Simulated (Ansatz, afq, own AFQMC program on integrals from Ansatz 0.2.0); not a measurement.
## CH5, doublet in cc-pVTZ, levels against CCSDT(Q)

```yaml
atoms:
  - { symbol: H, position_ang: [-1.8725, 0.0000, 0.0000] }
  - { symbol: H, position_ang: [-1.0285, 0.0000, 0.0000] }
  - { symbol: C, position_ang: [0.1945, 0.0000, 0.0000] }
  - { symbol: H, position_ang: [0.1945, -1.0800, 0.0000] }
  - { symbol: H, position_ang: [0.1945, 0.5400, 0.9353] }
  - { symbol: H, position_ang: [0.1945, 0.5400, -0.9353] }
```

Basis cc-pVTZ. Only valence electrons are correlated. AFQMC by an in-house program on the Cholesky factors that Ansatz 0.2.0 writes for its CCSD(T) run. The CISD trial takes its coefficients from CCSD amplitudes. Released means that phaseless walkers are propagated on without the constraint, phases kept. Uncertainties: one standard error, sampling alone.

Determinant: UHF, the one that the program's search chose, which needn't be the lowest solution. The geometry is a point of a scan.

No full CI on the walks' own integrals is used here; CCSDT(Q) serves as the reference and is uncertain by about the last step of the cluster series.

Cautions: the ph-AFQMC/CISD walk drifts between its halves (2.0 errors).

* T1 diagnostic: 0.0144
* weight of the determinant in the CISD state: 0.913
* ⟨S²⟩ of the determinant: 0.783
* size of the correlated space: 9 electrons in 99 orbitals

Reference: CCSDT(Q), correlation energy -6.636 eV. The released energy is read at 2.40 1/Eh (meV from the phaseless value at times in 1/Eh: 2 ± 5 at 0.24, 1 ± 3 at 0.51, -6 ± 4 at 0.99, 4 ± 6 at 1.62, 7 ± 5 at 2.40).

| level | E − E(reference) (kJ/mol) | share of correlation (%) |
| --- | --- | --- |
| HF | 640.3 | 0.00 |
| MP2 | 88.0 | 86.26 |
| CCSD | 21.0 | 96.72 |
| CCSD(T) | 2.1 | 99.67 |
| CCSDT | 0.6 | 99.91 |
| ph-AFQMC/CISD | -0.7 ± 0.4 | 100.10 |
| released AFQMC | 0.0 ± 0.5 | 100.00 |

A walk keeps the symmetry of its determinant, which the program's search chose and which needn't be the lowest solution, so a lower state of the same spin and another symmetry isn't excluded. Released energies are given only where the last usable release times agree within the noise; a slower fall can still hide under it.
